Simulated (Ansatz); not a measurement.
# Worked example: correlation energy of [Br···H···H], doublet

Geometry: a point of a hydrogen-transfer path between rigid fragments, not a stationary point.

```xyz
3

Br    0.0000    0.0000   -1.5597
H     0.0000    0.0000    0.3163
H     0.0000    0.0000    1.2433
```

Basis cc-pVDZ; Ansatz 0.2.0. Correlated methods freeze the noble-gas cores and the filled d shells of p-block atoms, which leaves 9 electrons in 23 orbitals. R marks a restricted (for open shells ROHF) determinant. No spin–orbit coupling is included, and no scalar relativity.

Full CI is exact within this basis and frozen core; it isn't the basis-set limit.

Runs differ by some tens of microhartree through their thresholds and, for an open shell, their frozen cores, so steps under 0.03 kcal/mol mean nothing.

```json
{"level": "RHF", "total energy (hartree)": "-2573.458458"}
{"level": "RMP2", "total energy (hartree)": "-2573.593235"}
{"level": "RCCSD", "total energy (hartree)": "-2573.616371"}
{"level": "RCCSD(T)", "total energy (hartree)": "-2573.618208"}
{"level": "RCCSDT", "total energy (hartree)": "-2573.618521"}
{"level": "RCCSDT(Q)", "total energy (hartree)": "-2573.618708"}
{"level": "RCCSDTQ", "total energy (hartree)": "-2573.618721"}
{"level": "full CI", "total energy (hartree)": "-2573.618721"}
```

What is the correlation energy at full CI, and what share of it do RMP2 and RCCSD recover?

E(corr) = -2573.618721 − (-2573.458458) = -0.160263 hartree = -4.361 eV. RMP2: -0.134777 / -0.160263 = 84.10 %. RCCSD: -0.157913 / -0.160263 = 98.53 %.

By how many kcal/mol does RCCSD(T) miss full CI (1 hartree = 627.509 kcal/mol), and which steps make up the rest?

-2573.618208 − (-2573.618721) = 0.000513 hartree = 0.32 kcal/mol. Steps: RCCSDT − RCCSD(T) = -0.20, RCCSDT(Q) − RCCSDT = -0.12, RCCSDTQ − RCCSDT(Q) = -0.01, full CI − RCCSDTQ = 0.00 kcal/mol. That is within 1 kcal/mol of the reference in this basis, which itself misses far more of the correlation at the basis-set limit.
